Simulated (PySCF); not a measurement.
**SOF₂: relaxation and vibrations of the singlet**

The task is one start of a wider search on SOF₂: the singlet, from a trigonal pyramidal start. It is relaxed, tested by its Hessian and followed downhill if it is a saddle.

Program: PySCF 2.14.0. Level of theory: B3LYP, basis S def2-TZVP, O def2-TZVP, F def2-TZVP, no relativity, density fitting. These are calculated values, not measurements.

### Step 1. The system as given

4 atoms, charge 0, spin multiplicity 1.

Bond lengths: S1–O2 1.510 Å, S1–F3 1.670 Å, S1–F4 1.670 Å. Angles: O2–S1–F3 99.8°, O2–S1–F4 99.8°, F3–S1–F4 99.8°.

```xyz
4
charge 0 multiplicity 1
S     0.0000   -0.4847    0.0000
O     1.4297    0.0010    0.0000
F    -0.6018    0.4074   -1.2770
F    -0.6019    0.4075    1.2770
```

### Step 2. First SCF at the start

One driver script runs all steps and calls PySCF; scf.py shows how it sets up the SCF of each step. The optimiser is the driver's own. After this first run the driver tries any further starts and a stability analysis.

scf.py

```python
from pyscf import gto, scf, dft
mol = gto.M(atom='''
S      0.000000    -0.484720    -0.000010
O      1.429720     0.000970    -0.000010
F     -0.601830     0.407450    -1.276970
F     -0.601860     0.407460     1.277000''',
    basis={'S': 'def2-TZVP', 'O': 'def2-TZVP', 'F': 'def2-TZVP'},
    charge=0, spin=0)
mf = dft.RKS(mol, xc='B3LYP')
mf.grids.atom_grid = (50, 194)
aux = {'S': 'def2-universal-JKFIT', 'O': 'def2-universal-JKFIT', 'F': 'def2-universal-JKFIT'}
mf = mf.density_fit(auxbasis=aux)
mf.conv_tol = 1e-08
mf.diis_space = 10
mf.max_cycle = 60
mf.init_guess = 'minao'
mf.verbose = 4
mf.kernel()
```

Started as:

```bash
$ OMP_NUM_THREADS=4 python axn.py task.json out
```

The program printed:

```text
init E= -673.662301158009
  HOMO = -0.364929426988503  LUMO = -0.0863532152094427  gap/eV = 7.58044
cycle= 1 E= -672.969478474961  delta_E= 0.693  |g|= 1.19  |ddm|= 2.01
  HOMO = -0.251256845549889  LUMO = -0.100340164184161  gap/eV = 4.10665
cycle= 2 E= -670.900502269527  delta_E= 2.07  |g|=  3.3  |ddm|= 2.42
  HOMO = -0.366656097813471  LUMO = -0.0919196871491748  gap/eV = 7.47596
cycle= 3 E= -673.119722251309  delta_E= -2.22  |g|= 0.787  |ddm|= 2.05
  HOMO = -0.347546101949368  LUMO = -0.0889078915489705  gap/eV = 7.03790
cycle= 4 E= -673.222993035709  delta_E= -0.103  |g|= 0.19  |ddm|= 0.476
  HOMO = -0.354681301137838  LUMO = -0.0929002935812227  gap/eV = 7.12342
cycle= 5 E= -673.228406184073  delta_E= -0.00541  |g|= 0.0308  |ddm|= 0.107
  HOMO = -0.355791209050399  LUMO = -0.090203371438368  gap/eV = 7.22701
cycle= 6 E= -673.228608074989  delta_E= -0.000202  |g|= 0.00812  |ddm|= 0.022
  HOMO = -0.355853649519022  LUMO = -0.0896982386802999  gap/eV = 7.24246
cycle= 7 E= -673.228622329202  delta_E= -1.43e-05  |g|= 0.00116  |ddm|= 0.00636
  HOMO = -0.356068552789121  LUMO = -0.0898839563893286  gap/eV = 7.24325
cycle= 8 E= -673.228622531675  delta_E= -2.02e-07  |g|= 0.000497  |ddm|= 0.00111
  HOMO = -0.356006640760542  LUMO = -0.0898474130859061  gap/eV = 7.24256
cycle= 9 E= -673.228622576513  delta_E= -4.48e-08  |g|= 0.000114  |ddm|= 0.000292
  HOMO = -0.356004208744659  LUMO = -0.0898484891713103  gap/eV = 7.24247
cycle= 10 E= -673.228622577981  delta_E= -1.47e-09  |g|= 7.36e-05  |ddm|= 7.12e-05
  HOMO = -0.355997773622943  LUMO = -0.0898514854339405  gap/eV = 7.24221
Extra cycle  E= -673.22862257413  delta_E= 3.85e-09  |g|= 0.000169  |ddm|= 0.000117
converged SCF energy = -673.22862257413
```

This step, with its further starts and checks, ran for 5.3 s (4 threads of Arm Neoverse V1, shared host).

The test of internal stability found no lower closed-shell solution.

### Step 3. Relaxation: trigonal pyramidal start, singlet

The program finds Cs symmetry in the start, which this walk keeps. The walk stops when the largest gradient is under 0.0003 Eh/bohr and the energy has settled too.

Edit scf.py of step 2 so:

```diff
@@ -3,4 +3,4 @@
-S      0.000000    -0.484720    -0.000010
-O      1.429720     0.000970    -0.000010
-F     -0.601830     0.407450    -1.276970
-F     -0.601860     0.407460     1.277000''',
+S     -0.000001    -0.484720    -0.000001
+O      1.429719     0.000970     0.000001
+F     -0.601844     0.407456    -1.276985
+F     -0.601847     0.407453     1.276985''',
@@ -16 +15,0 @@
-mf.init_guess = 'minao'
```

The optimiser's trace:

| step | energy (Eh) | change (kJ/mol) | largest symmetric gradient (Eh/bohr) |
| --- | --- | --- | --- |
| 0 | -673.228623 | 0.00 | 0.08432 |
| 1 | -673.240668 | -31.62 | 0.06853 |
| 2 | -673.245566 | -44.49 | 0.01413 |
| 3 | -673.245754 | -44.98 | 0.01689 |
| 4 | -673.246064 | -45.79 | 0.00777 |
| 5 | -673.246095 | -45.87 | 0.00215 |
| 6 | -673.246123 | -45.95 | 0.00063 |
| 7 | -673.246123 | -45.95 | 0.00011 |

The walk took 9.2 s.

It settles in Cs symmetry, 45.9 kJ/mol below the start, after 7 steps: S–F 1.607 Å (×2), S–O 1.424 Å; F–S–F 93.1°, F–S–O 106.5° (×2).

### Step 4. Is it a minimum? Harmonic modes

On the finer grid the gradient is checked again; gradients at displacements of ±0.02 bohr then give force constants and infrared intensities.

Edit scf.py of step 3 so:

```diff
@@ -3,4 +3,4 @@
-S     -0.000001    -0.484720    -0.000001
-O      1.429719     0.000970     0.000001
-F     -0.601844     0.407456    -1.276985
-F     -0.601847     0.407453     1.276985''',
+S      0.061438    -0.444912    -0.000000
+O      1.430820    -0.054169     0.000001
+F     -0.654064     0.397209    -1.165896
+F     -0.654067     0.397206     1.165895''',
@@ -10 +10 @@
-mf.grids.atom_grid = (50, 194)
+mf.grids.atom_grid = (75, 302)
@@ -13 +13 @@
-mf.conv_tol = 1e-08
+mf.conv_tol = 1e-10
```

This SCF starts from the last density.

SCF at the final geometry:

```text
init E= -673.246119954432
  HOMO = -0.349888861629557  LUMO = -0.0593310014141784  gap/eV = 7.90648
cycle= 1 E= -673.246119954429  delta_E= 3.07e-12  |g|= 6.66e-06  |ddm|= 5.11e-06
  HOMO = -0.349887779549575  LUMO = -0.0593308277279721  gap/eV = 7.90646
Extra cycle  E= -673.2461199544  delta_E= 2.91e-11  |g|= 1.45e-05  |ddm|= 1.05e-05
converged SCF energy = -673.2461199544
```

The whole step took 34 s.

Geometry: Cs; S–F 1.606 Å (×2), S–O 1.424 Å; F–S–F 93.1°, F–S–O 106.5° (×2).

Harmonic modes (main isotopes):

```tsv
symmetry	ω (cm⁻¹)	IR (km/mol)
a'	360	3.4
a''	384	3.4
a'	515	22.6
a''	718	219
a'	788	187
a'	1341	162
```

Every mode is real; the point is a minimum.

Constants and moments:

```yaml
Dipole_moment: 1.72 D
Highest_occupied_level: -9.52 eV
Lowest_empty_level: -1.61 eV
Rotational_constants: 0.2788, 0.2741, 0.1616 cm⁻¹
Zero-point_energy: 24.6 kJ/mol
Principal_polarisabilities: 18.5, 22.9, 26.9 bohr³
Atomisation_energy_without_zero-point_energy: 1253 kJ/mol
Principal_traceless_quadrupole_moments_about_the_centre_of_mass: -3.19, 0.36, 2.82 D Å
Entropy_at_298.15_K_and_1_bar: 280.2 J/(mol K)
Heat_capacity_Cp_at_298.15_K: 57.8 J/(mol K)
Enthalpy_at_298.15_K_above_0_K: 12.77 kJ/mol
Rotational_symmetry_number: 1
```

Populations by atom (charges in e):

```
atom  Mulliken  Löwdin  polar tensor  Mayer order to S1
  S1      0.78    0.53          1.82                  –
  O2     -0.35   -0.27         -0.61               2.02
F3,4     -0.22   -0.13         -0.61               0.99
```

Mulliken populations on S1: s 5.84, p 8.58, d 0.69, f 0.10.

### Step 5. What came out

```
                                 quantity                                                          value
                                  minimum                                                    singlet, Cs
                                 geometry  S–F 1.606 Å (×2), S–O 1.424 Å; F–S–F 93.1°, F–S–O 106.5° (×2)
                       wavenumbers (cm⁻¹)  360 (a'), 384 (a''), 515 (a'), 718 (a''), 788 (a'), 1341 (a')
                            dipole moment                                                         1.72 D
     highest occupied, lowest empty level                                                -9.52, -1.61 eV
                polar-tensor charge of S1                                                        +1.82 e
                        zero-point energy                                                    24.6 kJ/mol
                      entropy at 298.15 K                                                280.2 J/(mol K)
atomisation energy (no zero-point energy)                                                    1253 kJ/mol
```

**Reading.** The trigonal pyramidal start keeps its Cs symmetry and ends in a minimum. In the infrared the band at 718 cm⁻¹ (a'', stretch) leads. Other starts or spin states, not run here, may lie lower.

The search up to here took 49 s.
